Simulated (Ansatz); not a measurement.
**CHS (doublet): wave-function methods side by side, 6-31G**

Aim: climb from Hartree-Fock through coupled cluster and multireference methods for CHS (doublet) at one geometry and basis, and see what each rung misses.

Method: 6-31G, core rule «outside noble gas», up to 6 orbitals frozen; program: Ansatz 0.2.0, Gaussian basis.

To be run: UHF; CCSD(T) on ROHF; CCSD(T) on UHF; BCCD(T) on ROHF; CISD; CCSDT(Q) on ROHF; CCSDT(Q) on UHF; CISDTQ; CCSDTQ on ROHF; CCSDTQ on UHF; CASSCF and MRCISD+Q, 11 electrons in 9 orbitals; CASSCF and MRCISD+Q(relaxed), 11 electrons in 9 orbitals; CASSCF and NEVPT2, 11 electrons in 9 orbitals; Full CI.

5 further runs of the same task are left out: 5 set aside as unsound or not needed.

## 1. The system

The geometry is a PBE0/def2-TZVP stationary point (not a proven minimum).

3 atoms, charge 0, spin multiplicity 2.

Atoms are counted from 1 here; the program's logs count them from 0.

Bond lengths: C1–S2 1.638 Å, S2–H3 1.374 Å. Angles: C1–S2–H3 103.4°.

## 2. UHF

File in.yaml:

```yaml
crystal:
  periodic: [false, false, false]
  atoms:
    - {symbol: C, position_ang: [0.000000, 0.080818, 1.206103]}
    - {symbol: S, position_ang: [0.000000, -0.069018, -0.424614]}
    - {symbol: H, position_ang: [0.000000, 1.232583, -0.864020]}
basis:
  gaussian: {orbitals: 6-31G}
magnetization: {spin_polarized: true, initial_magnetization: 1}
hamiltonian: {xc: hf}
output: {orbitals: {seedname: orbitals}}
```

Launch:

```
$ ansatz run in.yaml --threads 1 --pin off --events-out ev --progress --plain --max-ram 4096MiB --backend cpu
```

The runs that follow: CCSD(T) on ROHF; CCSD(T) on UHF; BCCD(T) on ROHF; CISD; CCSDT(Q) on ROHF; CCSDT(Q) on UHF; CISDTQ; CCSDTQ on ROHF; CCSDTQ on UHF; CASSCF and MRCISD+Q, 11 electrons in 9 orbitals; CASSCF and MRCISD+Q(relaxed), 11 electrons in 9 orbitals; CASSCF and NEVPT2, 11 electrons in 9 orbitals; Full CI.

Before running them: what should the planned runs give, taken together? Wanted: FCI below the RHF energy; RMP2 from FCI; UMP2 from FCI; RCCSD from FCI; RCCSD(T) from FCI; UCCSD(T) from FCI; RCCSDT(Q) from FCI; UCCSDT(Q) from FCI; NEVPT2 valence from FCI.

As calculated:

| quantity | value |
| --- | --- |
| FCI below the RHF energy | -3.8915 eV |
| RMP2 from FCI | +873.8 meV |
| UMP2 from FCI | +847.4 meV |
| RCCSD from FCI | +159.5 meV |
| RCCSD(T) from FCI | +29.0 meV |
| UCCSD(T) from FCI | +29.7 meV |
| RCCSDT(Q) from FCI | +1.8 meV |
| UCCSDT(Q) from FCI | -1.5 meV |
| NEVPT2 valence from FCI | +400.0 meV |
| MRCISD+Q valence from FCI | +11.4 meV |
| MRCISD+Q(relaxed) valence from FCI | +0.7 meV |
| levels within 1 kcal/mol (43 meV) | RCCSD(T), UCCSD(T), BCCD(T), RCCSDT, UCCSDT, CISDTQ, RCCSDT(Q), UCCSDT(Q), RCCSDTQ, UCCSDTQ, MRCISD+Q valence, MRCISD+Q(relaxed) valence |
| T1 diagnostic | 0.035 |
| effectively unpaired electrons | 1.07 |

In words: RCCSD(T) misses by +29.0 meV, 0.7 % of the correlation energy. One determinant dominates. Of the multireference levels listed MRCISD+Q(relaxed) valence comes nearest in total energy (+0.7 meV), which doesn't show that its space is the better one. These misses are within one basis, not against nature; the frozen cores of restricted and unrestricted runs differ, which can shift their rows.
